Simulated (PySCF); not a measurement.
Species: C3H2ClFO.
Structure used (GFN2-xTB), in Å, numbered top down from 1:
```
atom  x, y, z in Å
O1     1.5991   -0.8214    0.8191
C2     1.2080   -0.0896   -0.0330
Cl3    2.3480    0.6955   -1.1260
C4    -0.1686    0.2845   -0.3326
C5    -1.1620   -0.2158    0.3993
F6    -2.4277    0.0924    0.1694
H7    -0.3539    0.9652   -1.1479
H8    -1.0338   -0.9014    1.2271
```

The computed photoelectron lines, unassigned: C 1s: 291.88 (area 1), 294.18 (area 1), 295.13 (area 1) eV; O 1s: 538.46 eV; F 1s: 694.26 eV; Cl 1s: 2828.95 eV; Cl 2p3/2: 206.38 eV.

Computed, not measured: delta-SCF UKS SCAN, pcX-2 on the ionised atom, pcseg-1 elsewhere, spin-free X2C (PySCF 2.14.0). One conformer (not necessarily the lowest) at the GFN2-xTB geometry, without solvent, vibrations or thermal averaging.

Task: Assign the C 1s lines to atoms.

Result: 291.88 eV: C4 (alkene CH carbon); 294.18 eV: C5 (vinylic C–F carbon); 295.13 eV: C2 (acyl halide carbon). The listed C 1s values span 3.25 eV, from C4 (bonded to C (double bond), C and H) to C2 (bonded to O (double bond), Cl and C). Summing the Pauling electronegativity differences to the bonded atoms, each weighted by its formal bond order, gives -0.35 for the lowest site and +2.39 for the highest; no listed site has a larger sum than the highest.

Bonded neighbours of each site: O1: C (double bond); C2: O (double bond), Cl and C; Cl3: C; C4: C (double bond), C and H; C5: F, C (double bond) and H; F6: C.

Task: Which effective nuclear charge Zeff reproduces each element's mean 1s value in the hydrogen-like formula E = 13.606 eV × Zeff²?

Result: C (Z = 6): mean 293.7 eV, Zeff = 4.65, Z − Zeff = 1.35; O (Z = 8): mean 538.5 eV, Zeff = 6.29, Z − Zeff = 1.71; F (Z = 9): mean 694.3 eV, Zeff = 7.14, Z − Zeff = 1.86; Cl (Z = 17): mean 2829.0 eV, Zeff = 14.42, Z − Zeff = 2.58. Means run over the listed sites, weighted by atom count.

The 2p values add to the ΔSCF energy of one spin-free hole a correction within the shell (spin–orbit coupling, ligand field). 2p1/2 minus 2p3/2 (ligand field included): Cl 1.65 eV.
